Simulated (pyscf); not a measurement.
Single points on ωB97X-D3(BJ)/def2-SVP structures (PySCF, gas phase).

SMILES: CC[Si](C)(C)O
```xyz
18

C      1.3417    -0.7968     0.6839
C     -0.0416    -0.2233     1.0164
Si    -1.3875    -0.7151    -0.1914
C     -0.9904    -0.1056    -1.9252
C     -1.6124    -2.5814    -0.2267
O     -2.7802     0.0304     0.3871
H      1.3305    -1.8994     0.6702
H      2.1026    -0.4879     1.4187
H      1.6910    -0.4624    -0.3071
H     -0.0040     0.8798     1.0494
H     -0.3594    -0.5421     2.0248
H     -0.8431     0.9866    -1.9343
H     -1.8018    -0.3435    -2.6332
H     -0.0705    -0.5764    -2.3097
H     -1.8416    -2.9691     0.7792
H     -0.6992    -3.0843    -0.5856
H     -2.4356    -2.8765    -0.8988
H     -3.5890    -0.1179    -0.1116
```
Charge 0, spin multiplicity 1.

What is the homolytic dissociation enthalpy (298 K, ωB97M-D3(BJ)/def2-TZVP) of the C–Si bond of H₃C–CH₂–Si(CH₃)(CH₃)–OH, to •H₂C–CH₃ + H₃C–Si•(CH₃)–OH?

C–Si to •H₂C–CH₃ + H₃C–Si•(CH₃)–OH: 90.4 kcal/mol. The 7 functionals that were run give +79.9 (r²SCAN) to +90.6 kcal/mol (ωB97X-D3(BJ)). Other isomers of •H₂C–CH₃, H₃C–Si•(CH₃)–OH were not searched in full and may lie lower.
